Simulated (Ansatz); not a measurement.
Reaction (SMILES): CCl (CH3-Cl) → CH3Cl+ (doublet, bonded as CCl) + e-
B3LYP-D3(BJ)/def2-TZVP geometries, fixed; electronic energies without zero-point terms.

Basis-set convergence of the adiabatic ionisation energy at MP2 with Ansatz (a first-principles code). Cartesian d functions, on some or all atoms, in 6-311+G**; all else is spherical. Cores are frozen. Open shells are unrestricted. No added dispersion term, no relativity. Functions are those of the species that has most. Reference: Hartree-Fock in aug-cc-pV(Q+d)Z plus the correlation part extrapolated as X^-3 from aug-cc-pV(T+d)Z and aug-cc-pV(Q+d)Z, 11.572 eV, itself unsure by roughly 0.022 eV (a third of the extrapolation step and of the last Hartree-Fock step). Deviations are taken from unrounded values.

| basis | functions | adiabatic ionisation energy (eV) | minus reference (eV) |
|---|---|---|---|
| 3-21G | 28 | 11.144 | -0.428 |
| def2-SV(P) | 38 | 11.013 | -0.559 |
| 6-311+G** | 71 | 11.121 | -0.450 |
| def2-SVPD | 71 | 11.341 | -0.231 |
| def2-TZVP | 86 | 11.349 | -0.222 |
| 6-311++G(2d,2p) | 92 | 11.321 | -0.251 |
| pcseg-2 | 106 | 11.311 | -0.261 |
| aug-cc-pV(Q+d)Z | 307 | 11.511 | -0.060 |
| aug-pcseg-3 | 321 | 11.490 | -0.081 |
